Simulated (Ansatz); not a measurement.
**AlMgH (singlet): from Hartree-Fock to the top rungs at distance Al1–Mg2 = 6.253 Å, 6-31G**

How much of the correlation energy of AlMgH (singlet) does each wave-function method recover here?

Program: Ansatz 0.2.0, Gaussian basis. Level of theory: 6-31G, core rule «outside noble gas», up to 10 orbitals frozen. These are calculated values, not measurements.

The runs, in order: UHF; CCSD(T) on RHF; BCCD(T) on RHF; CISD; CCSDT(Q) on RHF; CISDTQ; CCSDTQ on RHF; CASSCF and MRCISD+Q, 2 electrons in 2 orbitals; CASSCF and NEVPT2, 2 electrons in 2 orbitals; CASSCF and MRCISD+Q, 6 electrons in 9 orbitals; CASSCF and NEVPT2, 6 electrons in 9 orbitals; Full CI.

15 further runs of the same task are left out: 1 for a mislabelled method, 8 that didn't finish, 6 set aside as unsound or not needed.

### Step 1. The system

The geometry derives from a PBE0/def2-TZVP stationary point (not a proven minimum). One bond is set to the value named and the two fragments are kept rigid.

3 atoms, charge 0, spin multiplicity 1.

Atoms are counted from 1 here; the program's logs count them from 0.

Bond lengths: Al1–H3 1.697 Å.

### Step 2. UHF

in.yaml reads:

```yaml
crystal:
  periodic: [false, false, false]
  atoms:
    - {symbol: Al, position_ang: [0.000000, -0.557975, 2.313524]}
    - {symbol: Mg, position_ang: [0.000000, -0.435215, -3.938271]}
    - {symbol: H, position_ang: [0.000000, 0.993190, 1.624746]}
basis:
  gaussian: {orbitals: 6-31G}
magnetization: {spin_polarized: true, initial_magnetization: 0}
hamiltonian: {xc: hf}
output: {orbitals: {seedname: orbitals}}
```

Launch:

```bash
$ ansatz run in.yaml --threads 1 --pin off --events-out ev --progress --plain --max-ram 2393MiB
```

The runs that follow: CCSD(T) on RHF; BCCD(T) on RHF; CISD; CCSDT(Q) on RHF; CISDTQ; CCSDTQ on RHF; CASSCF and MRCISD+Q, 2 electrons in 2 orbitals; CASSCF and NEVPT2, 2 electrons in 2 orbitals; CASSCF and MRCISD+Q, 6 electrons in 9 orbitals; CASSCF and NEVPT2, 6 electrons in 9 orbitals; Full CI.

**Question.** What will the summary of the whole plan be? Wanted: FCI below the RHF energy; RMP2 from FCI; RCCSD from FCI; RCCSD(T) from FCI; RCCSDT(Q) from FCI; NEVPT2 pair from FCI; MRCISD+Q pair from FCI; NEVPT2 valence from FCI; T1 diagnostic.

**Answer**, as computed:

```
                         quantity                                                                                           value
         FCI below the RHF energy                                                                                      -2.1661 eV
                    RMP2 from FCI                                                                                      +869.4 meV
                   RCCSD from FCI                                                                                       +12.9 meV
                RCCSD(T) from FCI                                                                                        +4.9 meV
               RCCSDT(Q) from FCI                                                                                        +0.5 meV
             NEVPT2 pair from FCI                                                                                      +763.4 meV
           MRCISD+Q pair from FCI                                                                                       -86.0 meV
          NEVPT2 valence from FCI                                                                                      +105.0 meV
levels within 1 kcal/mol (43 meV)  RCCSD, RCCSD(T), BCCD(T), RCCSDT, CISDTQ, RCCSDT(Q), RCCSDTQ, MRCISD valence, MRCISD+Q valence
                    T1 diagnostic                                                                                           0.014
   effectively unpaired electrons                                                                                            0.17
```

RCCSD(T) misses by +4.9 meV, 0.2 % of the correlation energy. MRCISD+Q pair falls below full CI: the +Q correction isn't variational, and the cores differ from full CI's. One determinant dominates. Of the multireference levels listed MRCISD+Q valence comes nearest in total energy (+7.8 meV), which doesn't show that its space is the better one. These misses are within one basis, not against nature.
